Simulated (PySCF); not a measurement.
## Simulated absorption spectrum

Compound: C5H6.
SMILES with atom numbers: `[CH2:1]=[CH:2][C:3]1=[CH:4][CH2:5]1` (hydrogens: H6, H7 on C1; H8 on C2; H9 on C4; H10, H11 on C5)

Method used: PySCF 2.14.0, density-fitted response routines, TDDFT PBE0/def2-SVPD, vertical, gas phase, core orbitals frozen in the response. The structure is a single GFN2-xTB conformer in the gas phase; no vibrational or solvent corrections. Torsions of this conformer, `[CH2:1]=[CH:2][C:3]1=[CH:4][CH2:5]1`: C1–C2–C3–C4 180°.

Computed states:

| state | E (eV) | f |
| --- | --- | --- |
| S1 | 5.10 | 0.358 |
| S2 | 5.61 | 0.0006 |
| S3 | 6.50 | 0.0079 |
| S4 | 6.67 | 0.0026 |
| S5 | 6.87 | 0.022 |
| S6 | 6.97 | 0.114 |
| S7 | 7.13 | 0.0027 |
| S8 | 7.61 | 0.080 |

Broadening: Gaussians 0.4 eV wide at half height, area fixed by f = 4.319×10⁻⁹ ∫ε dν̃. The cross-section is σ = 3.8235×10⁻²¹ ε cm², given in Mb (10⁻¹⁸ cm²). The width is an assumption, not a result. The curve ends short of the highest state used, and states not computed would add to its high-energy end.

Q: Give the broadened spectrum and its maxima.

A: 
E (eV), σ (Mb) and a bar:
```
     4.50       0.17 
     4.55       0.46 
     4.59       0.95 
     4.64       2.23 #
     4.69       4.76 ##
     4.73       8.22 ###
     4.78      15.03 #####
     4.82      22.90 #######
     4.87      35.84 ############
     4.91      48.20 ################
     4.96      64.55 #####################
     5.01      79.28 ##########################
     5.05      87.80 #############################
     5.10      92.26 ##############################
     5.14      90.19 #############################
     5.19      81.09 ##########################
     5.23      69.97 #######################
     5.28      53.84 ##################
     5.33      38.00 ############
     5.37      27.04 #########
     5.42      16.37 #####
     5.46      10.32 ###
     5.51       5.41 ##
     5.55       3.07 #
     5.60       1.45 
     5.64       0.79 
     5.69       0.38 
     5.74       0.20 
     5.78       0.13 
     5.83       0.08 
     5.87       0.05 
     5.92       0.04 
     5.96       0.03 
     6.01       0.04 
     6.06       0.07 
     6.10       0.13 
     6.15       0.25 
     6.19       0.39 
     6.24       0.66 
     6.28       0.94 
     6.33       1.37 
     6.37       1.78 #
     6.42       2.36 #
     6.47       3.06 #
     6.51       3.79 #
     6.56       5.10 ##
     6.60       6.63 ##
     6.65       9.41 ###
     6.69      12.46 ####
     6.74      17.25 ######
     6.79      22.75 #######
     6.83      27.14 #########
     6.88      31.73 ##########
     6.92      34.06 ###########
     6.97      34.69 ###########
     7.01      33.24 ###########
```

Maxima: 243 nm (5.10 eV), ε about 24000, made up of S1 (100%); 178 nm (6.96 eV), ε about 9100, made up of S5 (14%) and S6 (84%) (ε in L mol⁻¹ cm⁻¹; maxima over ε = 5, shares over 10%).

Q: What would ε be at 5.10 eV, the highest of these maxima, with half the width (0.2 eV)?

A: About 48200 L mol⁻¹ cm⁻¹ against 24100, a factor of about 2.00; a lone state at its own centre would give exactly 2.

Q: Coming from long wavelengths, where does ε first pass 100 L mol⁻¹ cm⁻¹?

A: At about 273 nm (4.54 eV), 0.56 eV below S1.

Q: On this curve, what absorbance would a 10⁻³ mol/L sample give at 254 nm over a 1 cm path?

A: 254 nm is 4.881 eV, where ε is about 10000 L mol⁻¹ cm⁻¹, so A = ε c l ≈ 10 (Beer–Lambert, with the gas-phase spectrum and the assumed width).
